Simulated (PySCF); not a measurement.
**AlF + HCl → AlCl + HF**

Level: B3LYP in the def2-SVP basis family, all electrons, no relativity, computed in PySCF with density fitting; open shells unrestricted.

| species | state and structure | E (Eh) | ZPE (kJ/mol) | H(298 K) − H(0) (kJ/mol) | S° (J/(mol K)) |
| --- | --- | --- | --- | --- | --- |
| AlF | singlet, C∞v, Al–F 1.679 Å | -342.19257 | 4.9 | 8.9 | 215.2 |
| HCl | singlet, C∞v, H–Cl 1.290 Å | -460.67010 | 17.7 | 8.7 | 186.8 |
| AlCl | singlet, C∞v, Al–Cl 2.156 Å | -702.49380 | 2.9 | 9.3 | 227.8 |
| HF | singlet, C∞v, H–F 0.925 Å | -100.35323 | 24.4 | 8.7 | 173.7 |

What is the electronic reaction energy?

At B3LYP/def2-SVP, ΔE = 41.1 kJ/mol from the differences of the total energies times 2625.5, uphill. 

Add zero-point, thermal and entropy terms for 298.15 K and 1 bar.

ΔZPE = 4.7 and Δ[H(298) − H(0)] = 0.4 kJ/mol give ΔH° = 46.2 kJ/mol. ΔS° = -0.5 J/(mol K), so ΔG° = 46.2 − 298.15 × (-0.0005) = 46 kJ/mol and log₁₀K = -8.1.

Each species is the lowest minimum found with this bonding; other isomers or fragments can lie lower.
